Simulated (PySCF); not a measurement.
## How good is the calculation?

Mapped SMILES: `[CH2:1]=[C:2]=[CH2:3]`. Each H is labelled by its parent atom.

Published values to compare with: δ 13C C2 224.4; C1/C3 79.9 ppm (measured; gas; Olsson, Cremer, J. Chem. Phys. 1996, 105, 8995 (gas-phase data of Jameson 1987, Jameson 1981, Wasylishen 1984)).
σ 13C C1/C3 115.1; C2 -29.4 ppm (measured; gas, 300 K; A. A. Auer, PhD thesis, Mainz 2002 (Auer, Gauss, Stanton, JCP 2003, 118, 10407)).
σ 13C C1/C3 119.6; C2 -23.7 ppm (CCSD(T)/pz3d2f; gas (isolated, no vibration); A. A. Auer, PhD thesis, Mainz 2002 (Auer, Gauss, Stanton, JCP 2003, 118, 10407)).
δ 13C C2 216.5; C1/C3 74.6 ppm (CCSD(T)/cc-pVQZ; gas (isolated, no vibration); M. Maurer, PhD thesis, LMU Munich (Maurer, Ochsenfeld, JCTC 2015 SI; set of Flaig et al., JCTC 2014, 10, 572)). Coupling constants: 1J(C1,H(C1)) 167.8 Hz, 1J(C1,C2) 98.7 Hz, 1J(C1,H(C1)) 168.2 Hz.

How the numbers were obtained: structure optimised with PBE0-D3(BJ)/def2-TZVP, GIAO B97-2/pcSseg-2 shieldings, J: B3LYP/pcJ-2, in PySCF (in vacuum, equivalent nuclei averaged, single conformer, non-relativistic).

Question: Set the calculated values beside the experiment.

Answer: 
Reference values: measured (gas; Olsson, Cremer, J. Chem. Phys. 1996, 105, 8995 (gas-phase data of Jameson 1987, Jameson 1981, Wasylishen 1984)).
```tsv
atoms	quantity	reference	computed
C2	δ 13C vs CH4 (gas)	224.4	232.2
C1/C3	δ 13C vs CH4 (gas)	79.9	81.9
```

Reference values: measured (gas, 300 K; A. A. Auer, PhD thesis, Mainz 2002 (Auer, Gauss, Stanton, JCP 2003, 118, 10407)).
```tsv
atoms	quantity	reference	computed
C1/C3	σ 13C	115.1	108.2
C2	σ 13C	-29.4	-42.1
```

Reference values: CCSD(T)/pz3d2f (gas (isolated, no vibration); A. A. Auer, PhD thesis, Mainz 2002 (Auer, Gauss, Stanton, JCP 2003, 118, 10407)).
| atoms | quantity | reference | computed |
| --- | --- | --- | --- |
| C1/C3 | σ 13C | 119.6 | 108.2 |
| C2 | σ 13C | -23.7 | -42.1 |

Reference values: CCSD(T)/cc-pVQZ (gas (isolated, no vibration); M. Maurer, PhD thesis, LMU Munich (Maurer, Ochsenfeld, JCTC 2015 SI; set of Flaig et al., JCTC 2014, 10, 572)).
| atoms | quantity | reference | computed | computed, scaled |
| --- | --- | --- | --- | --- |
| C2 | δ 13C | 216.5 | 227.4 | 217.4 |
| C1/C3 | δ 13C | 74.6 | 77.1 | 72.4 |

Absolute shieldings are compared as such; zero-point and thermal motion, absent here, lowers them by some tenths of a ppm for H, a few ppm for C and up to about 10 ppm for F.

Computed shifts are σ(ref) − σ with the named reference compound (TMS for H and C) calculated as an isolated molecule at the same level. The measured values may be among those fitted. Scaled to experiment by linear calibration (H and C: mostly CDCl3 data, vs TMS): 13C (scatter 2.0 ppm rms, 2.1 ppm with the 1 outlier that the fit left out). A few per cent of atoms miss by over 2 rms, more outside the fitted compound classes.

Coupling constants in Hz:
| coupling | reference | computed | source |
| --- | --- | --- | --- |
| 1J(C1,H(C1)) | 167.8 | 177.1 | measured; Jessen and Sauer, arXiv:2312.00705 |
| 1J(C1,C2) | 98.7 | 108.5 | measured; Jessen and Sauer, arXiv:2312.00705 |
| 1J(C1,H(C1)) | 168.2 | 177.1 | measured; liquid or solution (compiled); San Fabian, Garcia de la Vega, Suardiaz et al., Magn. Reson. Chem. 2013, 51, 775 (SI) |

Question: How far are the unscaled 13C shifts from the references?

Answer: Mean signed difference +5.80 ppm, mean absolute 5.80 ppm over 4 comparisons; the largest is +10.9 ppm at C2 (central carbon of an allene).

Question: How far are the unscaled 13C shieldings from the references?

Answer: Mean signed difference -12.35 ppm, mean absolute 12.35 ppm over 4 comparisons; the largest is -18.4 ppm at C2 (central carbon of an allene).

11 of the 14 published NMR values on file for this molecule are compared. The rest: other calculations.
